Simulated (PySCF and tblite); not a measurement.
Results of a calculation; reference values are marked as such.
Molecule: cyclopentanol, C₅H₁₀O, numbered as in [OH:1][CH:2]1[CH2:3][CH2:4][CH2:5][CH2:6]1.

The ring 2–3–4–5–6 is held at Altona–Sundaralingam phase angles P (ν_j = ν_max cos(P + 144°(j − 2)), ν_j about the bond from ring atom j to j + 1, counted from 0) and the rest relaxed at GFN2-xTB. Energies: PBE0/pcSseg-1 + D3(BJ). Programs: tblite and PySCF.

Give the DFT energy and dipole along the phase angle P.


```
phase angle P °  E kcal/mol  dipole D  amplitude °
              0        0.49      1.74           42
             36        0.00      1.75           41
             72        0.01      1.75           39
            108        0.00      1.75           40
            144        0.00      1.75           41
            180        0.50      1.74           42
            216        0.51      1.70           42
            252        0.19      1.67           41
            288        0.24      1.67           41
            324        0.47      1.70           42
```

How free is the pseudorotation?

The sampled points span 0.51 kcal/mol, from P = 36° to P = 216°; RT at 298 K is 0.59 kcal/mol, so it is nearly free.
